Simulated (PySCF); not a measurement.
Species, as SMILES: [O+]#[Si-] (O-Si).
Geometry (B3LYP-D3(BJ)/def2-TZVP, fixed):
```xyz
2

Si     0.0000     0.0000    -0.5502
O      0.0000     0.0000     0.9629
```

How fast the mean static polarisability converges with the basis for several methods (PySCF): deviation from each method's own reference, in %. References: HF 28.10 bohr³, the value in aug-cc-pV(5+d)Z; PBE 30.91 bohr³, the value in aug-cc-pV(5+d)Z; PBE0 29.69 bohr³, the value in aug-cc-pV(5+d)Z. All functions are spherical. Density fitting with generated auxiliary sets. No added dispersion term, no relativity. 

| basis | functions | HF | PBE | PBE0 |
|---|---|---|---|---|
| STO-3G | 14 | -65.0 | -68.6 | -67.1 |
| 6-31G** | 32 | -19.9 | -23.7 | -21.8 |
| cc-pV(D+d)Z | 37 | -19.9 | -23.6 | -21.7 |
| aug-pcseg-1 | 50 | -2.5 | -3.2 | -3.1 |
| 6-311+G** | 52 | -10.9 | -11.9 | -11.6 |
| aug-cc-pV(D+d)Z | 55 | -1.8 | -1.8 | -1.7 |
| Sadlej pVTZ | 56 | -1.5 | -1.6 | -1.5 |
| def2-TZVP | 68 | -8.6 | -10.9 | -9.5 |
| def2-TZVPP | 73 | -8.4 | -10.7 | -9.3 |
| def2-TZVPD | 83 | -0.1 | -0.3 | -0.2 |
| aug-cc-pV(T+d)Z | 101 | -0.3 | -0.3 | -0.2 |
| def2-QZVPPD | 142 | 0.0 | 0.0 | 0.0 |

Mean absolute deviation over 6-311+G**, Sadlej pVTZ, def2-TZVP, def2-TZVPP, def2-TZVPD, aug-cc-pV(T+d)Z: HF 5.0, PBE0 5.4, PBE 6.0 %.
